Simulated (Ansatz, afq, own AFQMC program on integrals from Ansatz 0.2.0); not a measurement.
**Atomization energy of SiH$_{2}$, singlet**

```xyz
3

Si    0.0000   -0.0715    0.0000
H     0.0000    0.9958   -1.0900
H     0.0000    0.9958    1.0900
```

Atoms in their ground-state spins without spin–orbit coupling (mostly on UHF) minus the molecule (RHF), without zero-point energy. The geometry is a stationary point, not shown to be a minimum.

Basis cc-pVDZ. Noble-gas cores (and the filled d shells of Ga–Kr and In–Xe) are frozen. Ansatz 0.2.0 and our own AFQMC program on the same integrals; the CISD trial comes from CCSD amplitudes, and released means the phaseless constraint is let go. Free AFQMC starts from the CCSD state and is never constrained. Its projection time is finite, and what remains of the start isn't in its error. ± is one standard error of the sampling. The errors of all members are added in quadrature.

Full CI on the same integrals is exact in this basis and with this determinant's frozen core.

The best estimate is CCSD(T) at the basis-set limit (CBS: def2-TZVPP and def2-QZVPP, with their diffuse functions for anions and beside diffuse sets, CCSD(T) itself extrapolated) plus the step from CCSD(T) to full CI in cc-pVDZ. Rows without CBS are in cc-pVDZ, the functionals in def2-TZVP; B2PLYP and the wave-function rows carry a basis error of their own. Core correlation and relativity beyond core potentials are missing, and ± holds the sampling alone.

Cautions: SiH₂ (singlet): higher spins were not checked, restricted determinant unstable towards unrestricted (UHF 90 meV lower, ⟨S²⟩ 0.38).

```tsv
level	atomization energy (kcal/mol)
MP2	133.7
B2PLYP	149.7
B3LYP	153.6
```

From these cheaper values, estimate the atomization energy at the level of the best estimate.

154.2 kcal/mol (best estimate, highest rung FCI).

| level | atomization energy (kcal/mol) | error against the best estimate (kcal/mol) |
| --- | --- | --- |
| HF | 106.5 | -47.7 |
| CCSD | 139.6 | -14.5 |
| CCSD(T) | 140.4 | -13.7 |
| CCSDT | 140.6 | -13.6 |
| CCSDT(Q) | 140.6 | -13.6 |
| ph-AFQMC/CISD | 140.5 ± 0.08 | -13.7 ± 0.08 |
| released AFQMC | 140.6 ± 0.08 | -13.6 ± 0.08 |
| free AFQMC | 140.6 ± 0.1 | -13.6 ± 0.1 |
| FCI | 140.6 | -13.6 |
| HF/CBS | 110.5 | -43.6 |
| MP2/CBS | 147.9 | -6.3 |
| CCSD(T)/CBS | 154.0 | -0.2 |
| PBE | 147.9 | -6.2 |
| PBE0 | 147.2 | -6.9 |
| wB97M-V | 155.3 | 1.1 |

Correlation beyond CCSD(T) adds 0.2 kcal/mol. Going to the basis-set limit adds 13.6 kcal/mol at CCSD(T). The perturbative (T) step is worth +0.8 kcal/mol. The functionals spread over 8.0 kcal/mol; B3LYP and wB97M-V come nearest and PBE0 is 6.9 kcal/mol too low.

Best estimates are given only where the step beyond CCSD(T) is under 0.3 eV and no member's determinant is very poor (T1 over 0.05, or 0.07 for open shells, ⟨S²⟩ too high by 0.3, two states mixed), so the hardest cases are missing from such tables.

The functionals ran in a triple-zeta set and keep a basis error of their own, a few kJ/mol for each bond in atomization energies and more for double hybrids, so close places among them and the extrapolated levels can swap.

CCSDT and higher add their correlation energy to the determinant of the CCSD(T) run, since their own runs factorise the integrals more tightly (a shift of under 2 meV). Free projections are given only where their last times agree within the noise and don't stop above the reference; a slow remainder of the start can still hide under it. Each member of a difference takes its own highest rung, so a best estimate needn't equal the limit plus the step of one row. A walk keeps the symmetry of its determinant, which the program's search chose and which needn't be the lowest solution, so a lower state of the same spin and another symmetry isn't excluded. Released energies are given only where the last usable release times agree within the noise; a slower fall can still hide under it.
